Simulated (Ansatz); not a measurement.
# SiH2O2 (built from SMILES O[Si]O): a barrier at many levels of theory

Aim: the barrier and energy of one elementary step (H1–O4 formed, H1–O2 broken, Si3–O4 broken) from LDA up to coupled cluster, on fixed structures, to see where each rung fails.

Computed with Ansatz 0.2.0, Gaussian basis. Level: single points in def2-TZVPP on PBE0-D4/def2-TZVP structures.

Levels: SPW92, PBE-D4, BLYP-D4, r2SCAN-D4, B97M-V, PBE0-D4, B3LYP-D4, r2SCAN0-D4, BHLYP-D4, CAM-B3LYP-D4, wB97X-V, wB97M-V, B2PLYP, PBE-QIDH, RPA on PBE, Hartree-Fock, MP2, CCSD, CCSD(T). The reference is CCSD(T) at the basis limit, from triple and quadruple zeta. Zero-point energies come from PBE0-D4 vibrations.

Cores are frozen in the correlated methods. B3LYP uses VWN-RPA correlation. B2PLYP carries no dispersion term here.

42 further runs of the same task are left out: 42 set aside as unsound or not needed.

### 1 Start, saddle and end, as given

Charge 0, multiplicity 1. The folders r, ts and p hold the start, the saddle and the end; their coordinates stand in the first inputs.

```csv
pair,r (Å),ts (Å),p (Å)
H1–O4,2.486,1.132,0.970
H1–O2,0.964,1.379,2.216
Si3–O4,1.663,1.943,2.380
```

### 2 SPW92/def2-TZVPP

Contents of r/in.yaml:

```yaml
crystal:
  periodic: [false, false, false]
  atoms:
    - {symbol: H, position_ang: [-0.651503, -0.928672, -1.176135]}
    - {symbol: O, position_ang: [-0.208758, -1.392154, -0.456544]}
    - {symbol: Si, position_ang: [0.454645, -0.482015, 0.738323]}
    - {symbol: O, position_ang: [0.059400, 1.032127, 0.176084]}
    - {symbol: H, position_ang: [0.346316, 1.770814, 0.718273]}
basis:
  gaussian: {orbitals: def2-TZVPP}
hamiltonian: {xc: lda}
```

Contents of ts/in.yaml:

```yaml
crystal:
  periodic: [false, false, false]
  atoms:
    - {symbol: H, position_ang: [-0.375404, -0.012481, -0.564775]}
    - {symbol: O, position_ang: [-0.096067, -1.362547, -0.559679]}
    - {symbol: Si, position_ang: [0.452121, -0.927744, 0.846963]}
    - {symbol: O, position_ang: [-0.269052, 0.772753, 0.244076]}
    - {symbol: H, position_ang: [0.288502, 1.530119, 0.033415]}
basis:
  gaussian: {orbitals: def2-TZVPP}
hamiltonian: {xc: lda}
```

Contents of p/in.yaml:

```yaml
crystal:
  periodic: [false, false, false]
  atoms:
    - {symbol: H, position_ang: [-0.487793, 0.426093, -0.620253]}
    - {symbol: O, position_ang: [0.015273, -1.726342, -0.467511]}
    - {symbol: Si, position_ang: [0.509582, -1.237605, 0.887086]}
    - {symbol: O, position_ang: [-0.301286, 0.894819, 0.207952]}
    - {symbol: H, position_ang: [0.264323, 1.643135, -0.007275]}
basis:
  gaussian: {orbitals: def2-TZVPP}
hamiltonian: {xc: lda}
```

One command serves all of them, each in its own folder.

Command:

```
> ansatz run in.yaml --threads 2 --pin off --events-out ev --progress --plain --max-ram 4352MiB
```

Further steps of the session: PBE-D4/def2-TZVPP; BLYP-D4/def2-TZVPP; r2SCAN-D4/def2-TZVPP; B97M-V/def2-TZVPP; PBE0-D4/def2-TZVPP; B3LYP-D4/def2-TZVPP; r2SCAN0-D4/def2-TZVPP; BHLYP-D4/def2-TZVPP; CAM-B3LYP-D4/def2-TZVPP; wB97X-V/def2-TZVPP; wB97M-V/def2-TZVPP; B2PLYP/def2-TZVPP; PBE-QIDH/def2-TZVPP; RPA on PBE/def2-TZVPP; CCSD(T)/def2-TZVPP; MP2/def2-QZVPP; Vibrations of the start structure; Vibrations of the end structure.

Before running it: what results should come out? Wanted: barrier, CCSD(T)/CBS; reverse barrier, CCSD(T)/CBS; step energy, CCSD(T)/CBS; barrier with zero-point energy; step energy with zero-point energy; imaginary mode at the saddle; largest T1 diagnostic.

As calculated:

| quantity | value |
| --- | --- |
| barrier, CCSD(T)/CBS | 1.859 eV |
| reverse barrier, CCSD(T)/CBS | 0.392 eV |
| step energy, CCSD(T)/CBS | +1.467 eV |
| barrier with zero-point energy | 1.752 eV |
| step energy with zero-point energy | +1.443 eV |
| imaginary mode at the saddle | 1102i cm⁻¹ |
| largest T1 diagnostic | 0.020 |

The functionals run from CAM-B3LYP-D4, off by +0.001 eV, to SPW92, off by -0.389 eV, against CCSD(T)/CBS. Mean unsigned error by rung: LDA 0.389, GGA 0.251, meta-GGA 0.079, hybrid 0.088, range-separated hybrid 0.016, double hybrid 0.032 eV. PBE-D4 gives a barrier 0.285 eV too low, outside chemical accuracy (1 kcal/mol, 0.043 eV). The barrier rises with the share of exact exchange, from BLYP-D4 through B3LYP-D4 to BHLYP-D4 (-0.216, -0.047, +0.196 eV). Hartree-Fock, with no correlation, is off by +0.574 eV. Zero-point motion lowers the barrier by 0.108 eV.
